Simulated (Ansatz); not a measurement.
Ansatz input

```yaml
crystal:
  lattice:
    - [0.0, 2.4946408935, 2.4946408935]
    - [2.4946408935, 0.0, 2.4946408935]
    - [2.4946408935, 2.4946408935, 0.0]
  atoms:
    - { symbol: Pb, position: [0.0, 0.0, 0.0] }
hamiltonian:
  xc: r2scan
  pseudopotentials:
    kind: paw
    azcp:
      Pb: "pseudopotentials/Pb.paw.azcp"
basis:
  ecutwfc: 500
  fft_grid_basis: typed
kpoints:
  mp_grid: { grid: [18, 18, 18], shift: [0, 0, 0] }
magnetization:
  spin_polarized: false
scf:
  occupations: { method: fermi_dirac, width: 0.1 }
```

Output

```
Engine: ansatz 0.2.0, x86_64-unknown-linux-gnu
Pseudopotentials: kind: paw
Pseudopotential: Pb, paw, valence charge 14, recommended cutoff 500 eV (meta_gga) 
Functional definition: r2SCAN
  parameter k0 = 0.174
  parameter k1 = 0.065
  parameter a1 = 4.9479
  exchange = r2scan_x(k0 = k0, k1 = k1, a1 = a1)
  correlation = r2scan_c
Crystal: 1 atoms, lattice volume = 31.049 Å³
Basis set: ecut = 500 eV, 749 PW (Γ), exchange–correlation on 108×108×108 points (64 copies of the dense FFT grid, shifted against one another)
Bands: 11, of which v1, the nominal top of the filled ones, is band 7 counted from 1 (6 counted from 0)
Symmetry: 48 space group operations
Space group: Fm-3m (ITA 225), of the structure as read, at distance tolerance 3.1e-5 Å
k-points: 195 of 5832
Non-local potential: Pb, projectors of the file, l = 0: 2, l = 1: 2, l = 2: 2, l = 3: 2
PAW form: soft (Blöchl's): semilocal exchange-correlation on the pseudo side does not see the compensation charge
PAW frozen core: Pb, regenerated for the run's functional (the file was generated under x = pbe(κ = 0.804, μ = 0.2195149727645171), c = pbe(β = 0.06672455060314922))
PAW one-centre angular grid: Pb, 590 points (default); XC on 160 Gauss nodes
Initial density: superposition of atomic densities (neutral atoms: chi_scale 0, normalization atom), corrected by the library's trained network
Initial wavefunctions: pseudopotential atomic-orbital guess
Functional: x = r2scan, c = r2scan; τ floored in thin density (d = 2e-4 eV/Å³)
SCF iter   1: F=—  HF=-11920.864148 eV  |F-HF|=—  |Δ(HF+E_count)|=         —  Δρ=6.53e-3  dr2=9.36e-3  dr2_τ=5.72e-4  ethr=1.77e-3  ⟨swp⟩=5.8  Hψ=14587  notcnv=0
SCF iter   2: F=—  HF=-11920.863564 eV  |F-HF|=—  |Δ(HF+E_count)|=   5.84e-4  Δρ=3.00e-3  dr2=2.19e-3  dr2_τ=5.55e-5  ethr=6.69e-5  ⟨swp⟩=2.9  Hψ=5448  notcnv=0  defer=11
SCF iter   3: F=—  HF=-11920.863266 eV  |F-HF|=—  |Δ(HF+E_count)|=   2.98e-4  Δρ=3.13e-4  dr2=3.38e-5  dr2_τ=1.98e-6  ethr=1.56e-5  ⟨swp⟩=2.1  Hψ=3429  notcnv=0  defer=11
SCF iter   4: F=—  HF=-11920.863327 eV  |F-HF|=—  |Δ(HF+E_count)|=   6.07e-5  Δρ=1.12e-4  dr2=3.53e-6  dr2_τ=1.73e-7  ethr=2.41e-7  ⟨swp⟩=3.0  Hψ=3565  notcnv=0  defer=11
SCF iter   5: F=—  HF=-11920.863329 eV  |F-HF|=—  |Δ(HF+E_count)|=   2.75e-6  Δρ=2.91e-5  dr2=1.72e-7  dr2_τ=6.79e-9  ethr=2.52e-8  ⟨swp⟩=2.1  Hψ=3375  notcnv=0  defer=11
SCF iter   6: F=-11920.863329 eV  HF=-11920.863329 eV  |F-HF|=7.82e-11  |Δ(HF+E_count)|=   7.51e-8  Δρ=3.53e-6  dr2=4.22e-9  dr2_τ=1.59e-10  ethr=7.14e-10  ⟨swp⟩=2.1  Hψ=4300  notcnv=0
SCF 1 converged in 6 iterations: F = -11920.863329 eV  dr2 = 4.22e-9
SCF converged after 6 iterations
Free energy (F): -11920.863329 eV
Harris-Foulkes:  -11920.863329 eV  (|F-HF|=7.82e-11)
Internal energy: -11920.844744 eV  (E = F + TS)
E sigma→0 (E₀):  -11920.854037 eV
Entropy (-TS):   -0.018585 eV (-18.585 meV/atom)
Fermi energy:    10.603000 eV
--- Per-component energies (eV) ---
  E_band       = -49.959468
  E_kinetic    = 288.305874
  E_local      = -1033.015789  (includes V_loc(G=0)·N_el)
  E_nonlocal   = 350.324907
  E_hartree    = 411.092431
  E_xc         = -207.941606
  E_vxc        = -144.918617  (∫ρ·V_xc dr)
  E_paw        = -10433.796639  (= ΣΔE_a)
  E_vpaw       = -343.587685  (= ΣTr[D̂ρ^β])
  E_aug_tail   = 0.000020  (compensation charges beyond the density's cutoff)
  E_vtau       = 10.749374  (kinetic-family band-sum trace: ∫τ·v_τ [+ j·A + Jᵃ·Aᵃ] dr)
  E_ewald      = -1296.779445
  E_core_change = 0.965502  (= ΣΔE_core)
  E_smearing   = -0.018585  (= −TS)
  E_closure    = 0.000000  (closes the sum)
  Σ components = -11920.863329   (vs F -11920.863329, Δ=0.00e0)
```
